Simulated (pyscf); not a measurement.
## Four-centre exchange: •H₂Si–Cl (SMILES [SiH2]Cl) + NH₃ (SMILES N) → H₂N–SiH•–Cl (SMILES N[SiH]Cl) + H₂ (SMILES [H][H])

Gas phase, doublet surface, charge 0. Bonds broken: Si1–H3, N5–H6. Bonds formed: Si1–N5, H3–H6. Structures and frequencies: ωB97X-D3(BJ)/def2-SVP in PySCF.

Transition state (Å):

```xyz
8

Si     0.6199    -0.6941    -0.0652
Cl     1.3022     1.2624    -0.2854
H      1.6546    -1.0669     1.5416
H     -0.3904    -0.8467    -1.1924
N     -0.4842    -0.4653     1.4376
H      0.7045    -0.7374     1.9230
H     -0.8987     0.4605     1.5624
H     -1.1869    -1.1860     1.6159
```

One imaginary mode, 1590i cm⁻¹; descent along it reached the two sides named.

```csv
bond,change,reactant side (Å),saddle,product side
Si1–H3,breaks,1.493,1.947,4.2
N5–H6,breaks,1.020,1.313,2.7
Si1–N5,forms,2.7,1.879,1.719
H3–H6,forms,2.9,1.075,0.761
```

Electronic energies relative to the separated reactants (kcal/mol):

```
level                   barrier  reaction energy  reverse barrier
----------------------  -------  ---------------  ---------------
ωB97X-D3(BJ)/def2-TZVP     29.8            -10.3             40.1
PBE/def2-TZVP              24.7             -9.0             33.7
r²SCAN/def2-TZVP           26.9            -10.5             37.4
B3LYP-D3(BJ)/def2-TZVP     29.4            -10.1             39.5
PBE0-D3(BJ)/def2-TZVP      26.9             -8.9             35.8
M06-2X/def2-TZVP           30.9            -11.5             42.4
ωB97M-D3(BJ)/def2-TZVP     29.6             -9.3             38.9
HF/def2-TZVP               52.2             -5.4             57.7
```

With ωB97M-D3(BJ)/def2-TZVP energies and thermal terms (ideal gas, 1 atm, RRHO with modes under 100 cm⁻¹ raised to 100, one conformer, R ln 2 for chiral ones without a mode under 150 cm⁻¹), in kcal/mol:

| T (K) | ΔH‡ | ΔG‡ | ΔH | ΔG |
|---|---|---|---|---|
| 298 | 26.9 | 37.3 | -12.4 | -11.0 |
| 600 | 27.2 | 47.8 | -10.9 | -10.2 |
| 900 | 28.1 | 57.9 | -9.8 | -10.1 |
| 1200 | 29.1 | 67.7 | -9.0 | -10.4 |

At the saddle there is also a short H–Si contact that neither side keeps. The same reactants have a lower exit, to H₂N–SiH₂• + HCl (barrier +12.9 kcal/mol at ωB97M-D3(BJ)/def2-TZVP, against +29.6 kcal/mol here). This is the saddle that the search found; another between the same sides may lie lower.
